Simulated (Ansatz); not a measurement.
**C₄H₉F: a ladder of functionals and wavefunction methods**

The task here is to estimate one member of a computed series from the others.

The runs use Ansatz 0.2.0, Gaussian basis; functionals in def2-TZVPP, the program's frozen cores in correlated methods.

Levels to be run: LDA (SPW92), PBE-D4, revPBE-D4, BLYP-D4, r2SCAN-D4, B97M-V, PBE0-D4, B3LYP-D4, r2SCANh-D4, r2SCAN0-D4, HSE06-D4, BHLYP-D4, CAM-B3LYP-D4, LC-ωPBE, ωB97X-V, ωB97M-V, B2PLYP, PBE-QIDH; CCSD(T)/def2-SVP; CCSD(T)/def2-TZVPP; MP2/def2-QZVPP; extrapolation to the limit; RPA on PBE.

### Structure used throughout

The geometry comes from an earlier relaxation with PBE0-D4 in a triple-zeta def2 set; it is a stationary point, not always the lowest conformer.

SMILES `CC(C)CF`, 14 atoms, charge 0, spin multiplicity 1.

Atoms are counted from 1 here; the program's logs count them from 0.

Bond lengths: C1–C2 1.522 Å, C1–H6 1.092 Å, C1–H7 1.092 Å, C1–H8 1.093 Å, C2–C3 1.522 Å, C2–C4 1.513 Å, C2–H9 1.099 Å, C3–H10 1.092 Å, C3–H11 1.093 Å, C3–H12 1.092 Å, C4–F5 1.388 Å, C4–H13 1.095 Å, C4–H14 1.095 Å. Angles: C2–C1–H6 110.6°, C2–C1–H7 110.9°, C2–C1–H8 111.5°, H6–C1–H7 107.9°, H6–C1–H8 107.9°, H7–C1–H8 108.0°, C1–C2–C3 111.7°, C1–C2–C4 111.3°, C1–C2–H9 108.5°, C3–C2–C4 111.3°, C3–C2–H9 108.6°, C4–C2–H9 105.2°, C2–C3–H10 110.6°, C2–C3–H11 111.5°, C2–C3–H12 110.9°, H10–C3–H11 107.9°, H10–C3–H12 107.9°, H11–C3–H12 108.0° and more.

The first run:

Contents of in.yaml:

```yaml
crystal:
  periodic: [false, false, false]
  atoms:
    - {symbol: C, position_ang: [-0.971910, 0.857219, 0.660846]}
    - {symbol: C, position_ang: [-0.158948, -0.337151, 0.181796]}
    - {symbol: C, position_ang: [1.296631, -0.236729, 0.615531]}
    - {symbol: C, position_ang: [-0.274279, -0.514412, -1.316460]}
    - {symbol: F, position_ang: [0.244109, 0.585881, -1.984228]}
    - {symbol: H, position_ang: [-0.592648, 1.782100, 0.220298]}
    - {symbol: H, position_ang: [-0.915929, 0.955081, 1.747268]}
    - {symbol: H, position_ang: [-2.025251, 0.760786, 0.384911]}
    - {symbol: H, position_ang: [-0.590505, -1.249921, 0.614722]}
    - {symbol: H, position_ang: [1.770145, 0.642178, 0.172098]}
    - {symbol: H, position_ang: [1.867341, -1.116954, 0.308194]}
    - {symbol: H, position_ang: [1.373515, -0.147715, 1.701432]}
    - {symbol: H, position_ang: [0.285334, -1.392694, -1.654569]}
    - {symbol: H, position_ang: [-1.320502, -0.616768, -1.622739]}
basis:
  gaussian: {orbitals: def2-TZVPP}
hamiltonian: {xc: lda}
output: {orbitals: {seedname: orbitals}}
```

Steps of the session up to this table: LDA; PBE-D4 (GGA); revPBE-D4 (GGA); BLYP-D4 (GGA); r2SCAN-D4 (meta-GGA); B97M-V (meta-GGA); PBE0-D4 (hybrid); B3LYP-D4 (hybrid); r2SCANh-D4 (hybrid); r2SCAN0-D4 (hybrid); HSE06-D4 (hybrid); BHLYP-D4 (hybrid); CAM-B3LYP-D4 (range-separated); LC-ωPBE-D4 (range-separated; the results give it without D4); ωB97X-V (range-separated); ωB97M-V (range-separated); B2PLYP (double hybrid); PBE-QIDH (double hybrid).

One of the session's tables, all rows but one given; the rest of the session is left out.

It belongs to the step «Orbital energies across the functionals». 

```
  functional  HOMO (eV)  LUMO (eV)  gap (eV)
 LDA (SPW92)      -7.61       0.14      7.75
      PBE-D4      -7.48       0.30      7.78
   revPBE-D4      -7.42       0.38      7.80
     BLYP-D4      -7.43       0.28      7.71
   r2SCAN-D4      -7.81       1.05      8.87
      B97M-V      -8.00       0.43      8.43
     PBE0-D4      -9.05       1.10     10.16
    B3LYP-D4      -8.85       0.76      9.61
  r2SCANh-D4      -8.40       1.29      9.69
  r2SCAN0-D4      -9.27       1.61     10.88
    HSE06-D4      -8.65       0.74      9.38
    BHLYP-D4     -10.56       1.69     12.25
CAM-B3LYP-D4     -10.54       1.85     12.39
     LC-ωPBE     -11.84       3.17     15.00
     ωB97X-V          ?          ?         ?
     ωB97M-V     -11.42       2.53     13.96
```

**Question.** Estimate the row for ωB97X-V.

**Answer.** HOMO (eV): -11.52; LUMO (eV): 2.96; gap (eV): 14.48. In the column «HOMO (eV)» it lies between LC-ωPBE (-11.84) and ωB97M-V (-11.42).
